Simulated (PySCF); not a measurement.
**Energy of N (nitrogen, neutral) between two integer charges**

The 2p alpha orbital of [He] 2s2 2p3 is emptied in steps (occupation f), with all orbitals relaxed, ending at [He] 2s2 2p2. Computed with PySCF 2.14 in jorge-DZP-DKH (4s2p1d, 15 functions), with the spin-free X2C one-electron Hamiltonian (Gaussian nucleus). The exact energy is a straight line in f; departures are measured from the line between the end points of the same method.

Problem. Among UHF, LDA, PBE, PBE0, r2SCAN, LC-wPBE, BHandHLYP, wB97X, CAM-B3LYP, r2SCAN0, which shows the largest delocalisation error (convex curve), and which is closest to linear?

Solution. Most convex: LDA (-1.745 eV at f = 0.5); closest to linear: UHF (0.351 eV).

```json
{"f": "1", "UHF (eV)": "0.000", "LDA (eV)": "0.000", "PBE (eV)": "0.000", "PBE0 (eV)": "0.000", "r2SCAN (eV)": "0.000", "LC-wPBE (eV)": "0.000", "BHandHLYP (eV)": "0.000", "wB97X (eV)": "0.000", "CAM-B3LYP (eV)": "0.000", "r2SCAN0 (eV)": "0.000"}
{"f": "0.75", "UHF (eV)": "0.274", "LDA (eV)": "-1.297", "PBE (eV)": "-1.258", "PBE0 (eV)": "-0.877", "r2SCAN (eV)": "-1.140", "LC-wPBE (eV)": "-0.339", "BHandHLYP (eV)": "-0.502", "wB97X (eV)": "-0.388", "CAM-B3LYP (eV)": "-0.608", "r2SCAN0 (eV)": "-0.792"}
{"f": "0.5", "UHF (eV)": "0.351", "LDA (eV)": "-1.745", "PBE (eV)": "-1.685", "PBE0 (eV)": "-1.170", "r2SCAN (eV)": "-1.507", "LC-wPBE (eV)": "-0.451", "BHandHLYP (eV)": "-0.671", "wB97X (eV)": "-0.512", "CAM-B3LYP (eV)": "-0.813", "r2SCAN0 (eV)": "-1.045"}
{"f": "0.25", "UHF (eV)": "0.254", "LDA (eV)": "-1.318", "PBE (eV)": "-1.266", "PBE0 (eV)": "-0.876", "r2SCAN (eV)": "-1.120", "LC-wPBE (eV)": "-0.334", "BHandHLYP (eV)": "-0.503", "wB97X (eV)": "-0.373", "CAM-B3LYP (eV)": "-0.610", "r2SCAN0 (eV)": "-0.776"}
{"f": "0", "UHF (eV)": "0.000", "LDA (eV)": "0.000", "PBE (eV)": "0.000", "PBE0 (eV)": "0.000", "r2SCAN (eV)": "0.000", "LC-wPBE (eV)": "0.000", "BHandHLYP (eV)": "0.000", "wB97X (eV)": "0.000", "CAM-B3LYP (eV)": "0.000", "r2SCAN0 (eV)": "0.000"}
```

```tsv
method	E(f=0) − E(f=1) (eV)	−ε at f=1 (eV)	−ε at f=0.5 (eV)
UHF	13.928	15.447	13.874
LDA	14.967	8.115	14.910
PBE	14.696	8.029	14.673
PBE0	14.701	10.039	14.701
r2SCAN	14.827	8.722	14.888
LC-wPBE	14.864	13.064	14.875
BHandHLYP	14.451	11.784	14.447
wB97X	14.573	12.506	14.607
CAM-B3LYP	14.672	11.445	14.666
r2SCAN0	14.785	10.530	14.834
```

Reference removal energy between the ground levels: 14.534 eV (measured; NIST Atomic Spectra Database, ionization energies). The calculation has no spin-orbit coupling. UHF lacks correlation.
